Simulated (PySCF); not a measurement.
## How the method moves the HOMO and LUMO of BH2NO

Species: BH2NO.
Geometry (PBE0-D3(BJ)/def2-SVP, Å), atoms numbered from 1 in this order:
```
atom  x, y, z in Å
B1    -0.5456    0.0153   -0.0042
N2     0.7867   -0.0371   -0.0129
O3     1.9509   -0.0827   -0.0200
H4    -1.0429    1.0312   -0.4194
H5    -1.1152   -0.9589    0.4183
```

The species is `BN=O` (BH2NO).

Basis pcSseg-2 throughout (PySCF), one geometry. Geometry: PBE0-D3(BJ)/def2-SVP; no solvent, vibrations or thermal averaging.

How do the orbital energies, the gap and the dipole change with the method?

```
   method                    kind  HOMO (eV)  LUMO (eV)  gap (eV)  μ (D)  SCF cycles
     BLYP                     GGA      -5.61      -4.21      1.39   0.38          15
     OPBE                     GGA      -5.64      -4.25      1.39   0.33          16
    B97-D                     GGA      -5.67      -4.27      1.40   0.40          15
      PBE                     GGA      -5.70      -4.32      1.39   0.35          14
      KT2                     GGA      -5.77      -4.18      1.59   0.41          16
      KT3                     GGA      -5.78      -4.25      1.53   0.40          16
     BP86                     GGA      -5.80      -4.40      1.40   0.35          14
      LDA                     LDA      -5.87      -4.51      1.36   0.48          15
    B97-2           global hybrid      -6.79      -3.24      3.55   0.50          14
    B3LYP           global hybrid      -6.87      -3.43      3.44   0.51          13
     PBE0           global hybrid      -7.08      -3.14      3.94   0.49          14
 mPW1PW91           global hybrid      -7.11      -3.16      3.95   0.50          14
BHandHLYP           global hybrid      -8.45      -1.74      6.71   0.70          13
CAM-B3LYP  range-separated hybrid      -8.52      -1.89      6.63   0.57          13
  wB97X-D  range-separated hybrid      -8.97      -1.25      7.72   0.49          13
  LC-wPBE  range-separated hybrid      -9.84      -0.65      9.19   0.52          15
       HF            Hartree–Fock     -10.65       1.74     12.39   0.94          11
```

The HOMO spans 5.04 eV, from BLYP down to HF, and the gap runs from 1.36 eV (LDA) to 12.39 eV (HF). Over the methods BLYP (0 %), OPBE (0 %), B97-D (0 %), PBE (0 %), KT2 (0 %), KT3 (0 %), BP86 (0 %), LDA (0 %), B97-2 (21 %), B3LYP (20 %), PBE0 (25 %), mPW1PW91 (25 %), BHandHLYP (50 %), HF (100 %), a straight line through the gap against the share of exact exchange rises by 1.08 eV for each 10 % (correlation coefficient 0.999). The dipole ranges from 0.33 D (OPBE) to 0.94 D (HF). This basis has no diffuse functions.
